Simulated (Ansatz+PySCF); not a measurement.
## doublet CHN(+): levels of theory in one basis

```xyz
3

C    -0.0099   -0.0013   -0.0390
N    -0.0075   -0.0056    1.1661
H    -0.0087    0.0042   -1.1338
```

Basis set: cc-pVTZ (spherical functions). Frozen core: 2 orbitals. Correlation on ROHF uses semicanonical orbitals with singles. Charge 1, multiplicity 2.

Computed with Ansatz (development build ahead of 0.2.0) and PySCF 2.14.0; each method stands on the lowest determinant of its kind that the runs found.

| method | E − E(ROHF) (eV) | <S²> of the determinant |
| --- | --- | --- |
| ROHF | 0.00 | 0.75 |
| UHF | -0.08 | 0.79 |
| ROHF-MP2 | -7.64 | – |
| UHF-MP2 | -7.54 | 0.79 |
| ROHF-CCSD | -8.18 | – |
| UHF-CCSD | -8.18 | 0.79 |
| ROHF-CCSD(T) | -8.54 | – |
| UHF-CCSD(T) | -8.54 | 0.79 |

Caution for ROHF-MP2, UHF-MP2: forces differ strongly between restricted and unrestricted references; MP2 on this radical cation hangs on the determinant chosen.
